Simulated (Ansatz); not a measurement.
We consider rock-salt MgS, described by G0W0@HSE06 in Ansatz (hard PAW, contour deformation).

The cell has the measured lattice parameters. Conventional cell: a = 5.2033 Å, b = 5.2033 Å, c = 5.2033 Å, α = 90.00°, β = 90.00°, γ = 90.00°.

The quasiparticle gap at Γ at a fixed k mesh 2×2×2:

| response cutoff | value (eV) |
|---|---|
| 150 eV, 270 empty bands | 5.409 |
| 200 eV, 416 empty bands | 5.438 |
| 250 eV, 581 empty bands | 5.459 |
| 300 eV, 763 empty bands | 5.471 |

### Question
Taking the value to converge with the response cutoff E as E^(−3/2), extrapolate from the last two rows.

### Answer
With y = y∞ + c/w and weights w = 3953 and 5196 for the last two rows, y∞ = (w2 y2 − w1 y1)/(w2 − w1) = (5196 × 5.471 − 3953 × 5.459)/1243 = 5.509 eV, which lies 0.038 beyond the last row. Successive pairs of rows give 5.492, 5.512, 5.509. The limit also hangs on the law assumed, so its last digits aren't firm.

The other settings are not extrapolated, so this is the limit in one setting alone.

The smallest gap on this mesh is 4.30 eV, away from Γ.

Note: GW on a hybrid start was not checked against another program.

Ansatz is a quantum-chemistry and plane-wave program.
